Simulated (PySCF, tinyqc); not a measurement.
Inside a calculation. Method: CID on RHF in the sto-6g basis, for HF, spin multiplicity 1. The lowest restricted solution is unstable here: a spin-polarised one lies 0.0436 hartree lower (PySCF). One step of it, computed by the program tinyqc.

Problem. CID: determinants and Hamiltonian. Slater-Condon rules over spin orbitals, with the nuclear repulsion added and E(HF) subtracted on the diagonal. Only determinants linked to the reference directly or through others are kept (one block of an abelian symmetry group), so some states are absent.

one-electron integrals over orbitals h = C^T H C (hartree), lower triangle:
```
            1          2          3          4          5          6
1  -40.777643
2    0.739105  -9.181345
3    0.000000   0.000000  -8.578027
4    0.000000   0.000000   0.000000  -8.578027
5   -0.092541   0.398199   0.000000   0.000000  -6.473056
6   -0.105376   0.591390   0.000000   0.000000   2.454225  -5.846869
```

Two-electron integrals over orbitals (pq|rs), unique and non-zero (hartree):
```
(11|11) 5.382839    (21|11) -0.540086   (21|21) 0.087318    (22|11) 1.265652
(22|21) -0.025036   (22|22) 0.887171    (31|31) 0.030339    (32|31) 0.040375
(32|32) 0.192360    (33|11) 1.265992    (33|21) -0.014383   (33|22) 0.904156
(33|33) 0.998085    (41|41) 0.030339    (42|41) 0.040375    (42|42) 0.192360
(43|43) 0.053789    (44|11) 1.265992    (44|21) -0.014383   (44|22) 0.904156
(44|33) 0.890506    (44|44) 0.998085    (51|11) 0.072084    (51|21) -0.011525
(51|22) 0.004138    (51|33) 0.001839    (51|44) 0.001839    (51|51) 0.016406
(52|11) -0.095258   (52|21) 0.003672    (52|22) -0.043220   (52|33) -0.052447
(52|44) -0.052447   (52|51) 0.020534    (52|52) 0.121928    (53|31) -0.004866
(53|32) -0.019867   (53|53) 0.031679    (54|41) -0.004866   (54|42) -0.019867
(54|54) 0.031679    (55|11) 0.847005    (55|21) -0.007584   (55|22) 0.661386
(55|33) 0.646578    (55|44) 0.646578    (55|51) -0.001237   (55|52) -0.005934
(55|55) 0.640213    (61|11) 0.079018    (61|21) -0.013087   (61|22) 0.002890
(61|33) 0.002083    (61|44) 0.002083    (61|51) -0.013799   (61|52) -0.022151
(61|55) 0.003388    (61|61) 0.018162    (62|11) -0.114525   (62|21) 0.003431
(62|22) -0.062620   (62|33) -0.062871   (62|44) -0.062871   (62|51) -0.019917
(62|52) -0.086753   (62|55) -0.019593   (62|61) 0.019515    (62|62) 0.090635
(63|31) -0.005064   (63|32) -0.020878   (63|53) -0.024546   (63|63) 0.027615
(64|41) -0.005064   (64|42) -0.020878   (64|54) -0.024546   (64|64) 0.027615
(65|11) -0.449868   (65|21) 0.006883    (65|22) -0.269748   (65|33) -0.269860
(65|44) -0.269860   (65|51) 0.001225    (65|52) 0.063894    (65|55) -0.085196
(65|61) -0.003393   (65|62) 0.025404    (65|65) 0.257459    (66|11) 0.807146
(66|21) -0.008093   (66|22) 0.616080    (66|33) 0.602500    (66|44) 0.602500
(66|51) 0.007486    (66|52) 0.034609    (66|55) 0.627126    (66|61) -0.005604
(66|62) -0.044036   (66|65) -0.028344   (66|66) 0.647549
```

nuclear repulsion = 3.29135791 hartree

Hartree-Fock energy = -99.36284093 hartree

Give: determinants; H - E(HF) between determinants.

Solution.

Occupation strings over the orbitals (2 doubly, a alpha, b beta, 0 empty; spin orbitals ordered 1a 1b 2a 2b ...): 222220 222202 2a22b2 a222b2 222022 220222 2b22a2 202222 ab2222 b222a2 ba2222 022222

H - E(HF) between determinants (hartree), lower triangle:
```
        222220  222202  2a22b2  a222b2  222022  220222  2b22a2  202222
222220   0.000
222202   0.257   0.642
2a22b2  -0.025   0.050   1.504
a222b2   0.003   0.020   0.028  26.088
222022   0.028   0.032   0.020   0.005   0.723
220222   0.028   0.032   0.020   0.005   0.054   0.723
2b22a2   0.025  -0.050  -0.122  -0.021  -0.020  -0.020   1.504
202222   0.091   0.122   0.087  -0.004   0.192   0.192  -0.087   2.571
ab2222  -0.020  -0.021   0.004  -0.139  -0.040  -0.040   0.014  -0.011
b222a2  -0.003  -0.020  -0.021  -0.016  -0.005  -0.005   0.028   0.004
ba2222   0.020   0.021   0.014   0.012   0.040   0.040   0.004   0.011
022222   0.018   0.016   0.012  -0.054   0.030   0.030  -0.012   0.087

        ab2222  b222a2  ba2222  022222
ab2222  27.348
b222a2   0.012  26.088
ba2222  -0.087  -0.139  27.348
022222   0.504   0.054  -0.504  55.863
```
